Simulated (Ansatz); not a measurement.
Geometry optimisation, Ansatz, RKS r2SCAN-D4/6-31G*.

input.yaml

```yaml
crystal:
  periodic: [false, false, false]
  atoms:
    - { symbol: Al, position_ang: [0.0, 0.0, 0.0] }
    - { symbol: H, position_ang: [0.0, 0.0, 1.56] }
    - { symbol: "N", position_ang: [1.6627, 0.0, -0.96] }
    - { symbol: H, position_ang: [2.1293, -0.9179, -1.2118] }
    - { symbol: H, position_ang: [2.1141, 0.9179, -1.2382] }
    - { symbol: Cl, position_ang: [-1.9312, 0.0, -1.115] }
basis:
  gaussian: { orbitals: "6-31G*" }
hamiltonian:
  xc: r2scan
  dispersion: d4
relax:
  f_tol: 0.02
  max_steps: 40
output:
  orbitals: {}
```

Command:

```bash
$ ansatz run input.yaml --threads 1 --pin off --max-ram 2048MiB --backend cpu --events-out ev --progress --plain --runs-dir out
```

Question: Where does it end, and by what steps?

Answer: The forces met the threshold. After 10 steps the energy has fallen by 0.897 eV; H5 moved furthest, 1.03 Å.

| step | energy less start (eV) | largest force component (eV/Å) | accepted |
| --- | --- | --- | --- |
| 0 | 0.0000 | 2.181 | yes |
| 1 | -0.4056 | 1.306 | yes |
| 2 | -0.4879 | 0.350 | yes |
| 3 | -0.5032 | 0.154 | yes |
| 4 | -0.5662 | 0.639 | yes |
| 5 | -0.6265 | 1.380 | yes |
| 6 | -0.7747 | 0.697 | yes |
| 7 | -0.8615 | 0.352 | yes |
| 8 | -0.8964 | 0.092 | yes |
| 9 | -0.8973 | 0.034 | yes |
| 10 | -0.8973 | 0.010 | yes |

```xyz
6
Properties=species:S:1:pos:R:3
Al 0.041 -0.046 -0.024
H -0.023 -0.504 1.483
N 1.557 -0.010 -0.932
H 2.457 -0.275 -0.551
H 1.649 0.275 -1.899
Cl -1.706 0.559 -1.041
```

Whether the end is a true minimum wasn't checked by a vibrational analysis.

Run time: 35 s on 1 thread of Arm Neoverse V2, on a shared host, peak memory 0.13 GiB.
